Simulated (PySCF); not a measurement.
**An isoelectronic set: 13 electrons**

CCSD(T) in PySCF with def2-TZVPPD on every atom, for the lowest determinant that a PBE0 search found; no spin–orbit coupling. All have 13 electrons, 9 of them in the valence shells, and the same state, a doublet (σ ↑). For ions De leads to the atom and ion picked by measured ionisation energies and electron affinities.

```json
{"species": "C₂⁻", "difference of nuclear charges": "0", "Re (Å)": "1.274", "ωe (cm⁻¹)": "1781", "k (mdyn/Å)": "11.2", "De (eV)": "n/a", "dissociates to": "C + C⁻"}
{"species": "CN", "difference of nuclear charges": "1", "Re (Å)": "1.178", "ωe (cm⁻¹)": "2055", "k (mdyn/Å)": "16.1", "De (eV)": "7.45", "dissociates to": "C + N"}
{"species": "BO", "difference of nuclear charges": "3", "Re (Å)": "1.213", "ωe (cm⁻¹)": "1868", "k (mdyn/Å)": "13.4", "De (eV)": "8.11", "dissociates to": "B + O"}
{"species": "BF⁺", "difference of nuclear charges": "4", "Re (Å)": "1.219", "ωe (cm⁻¹)": "1686", "k (mdyn/Å)": "11.7", "De (eV)": "4.86", "dissociates to": "B⁺ + F"}
```

Task: Which member of the whole set has the stiffest bond, and how does it compare with the softest?

Result: CN with k = 16.1 mdyn/Å, 1.4 times that of C₂⁻.

Correlated steps freeze 2 core orbitals. UHF and ROHF references stand side by side, which adds small steps between rows. For an ion De counts to the pair picked by the measured ionisation energies or electron affinities, which need not be the lowest pair at this level. The CCSD T1 diagnostic is raised in CN, a sign that a single reference may not be enough there. States were picked by a PBE0 search and need not be the measured ground states.
